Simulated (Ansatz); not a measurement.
Run this with Ansatz's Python interface and show what comes out.

`composite_ch.py`
```python
# -*- coding: utf-8 -*-
"""Relax CH(-) cheaply, then refine its energy."""

from dataclasses import dataclass
import itertools
import warnings

import ansatz
from ase.data import atomic_numbers, covalent_radii
import numpy as np


@dataclass
class Options:
    basis_set: str = "def2-SVP"
    xc: str = "r2SCAN"
    charge: int = -1


settings = Options()


def main():
    warnings.simplefilter("ignore", ansatz.DeckWarning)

    geometry_ang = [
        ("H", (0.0, 0.0, 0.0)),
        ("C", (0.0, 0.0, 1.13)),
    ]
    geometry = ansatz.Crystal.molecule()
    for symbol, xyz in geometry_ang:
        geometry = geometry.atom(symbol, xyz)

    model = (
        geometry.calculation()
        .basis(gaussian=settings.basis_set)
        .functional(settings.xc)
        .charge(settings.charge)
        .spin("collinear", total=2)
    )
    symbols = [site.symbol for site in geometry.cartesian_sites]
    start = np.array([site.position_ang for site in geometry.cartesian_sites], dtype=float)
    rep = model.relax(force_tolerance=0.01).run().report
    end = np.array(rep["positions_ang"])
    # pairs closer than 1.2 times the sum of covalent radii, before or after
    radius = [covalent_radii[atomic_numbers[s]] for s in symbols]
    span = lambda where, i, j: np.linalg.norm(where[i] - where[j])
    bonded = [(i, j) for i, j in itertools.combinations(range(len(symbols)), 2) if min(span(start, i, j), span(end, i, j)) < 1.2 * (radius[i] + radius[j])]
    print("pair        before    after (A)")
    for i, j in bonded:
        print(f"{symbols[i]}{i}-{symbols[j]}{j}".ljust(10), f"{span(start, i, j):8.4f} {span(end, i, j):8.4f}")

    minimum = ansatz.Crystal.molecule()
    for symbol, place in zip(symbols, end):
        minimum = minimum.atom(symbol, place.tolist())
    at_minimum = (
        minimum.calculation()
        .charge(settings.charge)
        .spin("collinear", total=2)
    )
    # MP2 extrapolated to the basis limit, plus the small-basis difference CCSD(T) - MP2
    level = lambda method, basis: at_minimum.basis(gaussian=basis).correlation(method).run().report
    small, large, cluster = level("mp2", "cc-pVDZ"), level("mp2", "cc-pVTZ"), level("ccsd_t", "cc-pVDZ")
    corr = lambda each: (each["free_energy_ev"] - each["reference_energy_ev"]) / 27.211386246
    mp2_limit = (27 * corr(large) - 8 * corr(small)) / 19
    pieces = {"HF / cc-pVTZ": large["reference_energy_ev"] / 27.211386246, "MP2 correlation, DZ-TZ limit": mp2_limit, "CCSD(T) - MP2 / cc-pVDZ": corr(cluster) - corr(small)}
    for name, value in pieces.items():
        print(f"{name:32s} {value:14.6f} Ha")
    print(f"{'sum':32s} {sum(pieces.values()):14.6f} Ha")
    print("T1 diagnostic", round(cluster["correlation"]["coupled_cluster"]["t1_diagnostic"], 4))


if __name__ == "__main__":
    main()
```

Running `python composite_ch.py` prints:
```text
pair        before    after (A)
H0-C1        1.1300   1.1717
HF / cc-pVTZ                         -38.284564 Ha
MP2 correlation, DZ-TZ limit          -0.136949 Ha
CCSD(T) - MP2 / cc-pVDZ               -0.022164 Ha
sum                                  -38.443677 Ha
T1 diagnostic 0.0107
```

Total energies depend on the basis set; only differences at equal settings carry meaning. The sum leaves out core correlation, relativity, the Hartree-Fock basis error and zero-point energy; a DZ-TZ extrapolation is rough. The species is open-shell (spin multiplicity 3). Inner cores stay frozen, so this is valence correlation. The spin state was assumed, and another may lie lower. An extrapolation from small basis sets is rough. Anions want diffuse functions, which this basis lacks. Hardware and time: 3.2 s on 1 thread of Arm Neoverse V1, with other jobs on the host, peak memory 0.16 GiB.

(A comment or docstring line of the script was reworded after the run, the code is as it ran; lines on the test bed's own set-up are left out of the output.)
